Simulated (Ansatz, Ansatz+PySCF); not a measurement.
```xyz
12

C     0.0000    0.0043   -0.7218
C     0.0000   -0.0043    0.7218
C     0.0000    1.3235   -1.6493
C     0.0000   -1.3235    1.6493
H     0.0000   -1.0380   -1.2894
H     0.0000    1.0380    1.2894
H     0.0000    2.3178   -0.9984
H     0.9537    1.3517   -2.3632
H    -0.9537    1.3517   -2.3632
H     0.0000   -2.3178    0.9984
H     0.9537   -1.3517    2.3632
H    -0.9537   -1.3517    2.3632
```

RHF-MP2 on singlet C₄H₈ was run in several spherical basis sets with Ansatz (development build ahead of 0.2.0). Frozen core: 4 orbitals. Caution for RHF-MP2: no unrestricted run beside it, a lower state can exist.

Rank the basis sets by the total energy that they give, lowest first, with the distance from the lowest.
A. 6-31G(d)
B. def2-SVP
C. cc-pVDZ

C (0.00 eV), A (2.03 eV), B (3.50 eV).

Totals follow the description of the cores as much as that of the bonds, so this order isn't one of quality for chemistry.
